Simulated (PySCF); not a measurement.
```xyz
4

F      1.1411    -0.6419     0.1310
B      0.0000     0.0000     0.0000
F     -1.1232    -0.6737    -0.1257
F     -0.0179     1.3156    -0.0054
```

Charge 0, multiplicity 1.

Question: Give the Mulliken and meta-Löwdin atomic charges from PySCF with PBE-D3(BJ)/def2-TZVP // B3LYP-D3(BJ)/def2-TZVP.

Answer: 
```
atom  Mulliken (e)  meta-Löwdin (e)
----  ------------  ---------------
F1           -0.19            -0.26
B2            0.56             0.79
F3           -0.19            -0.26
F4           -0.19            -0.26
```
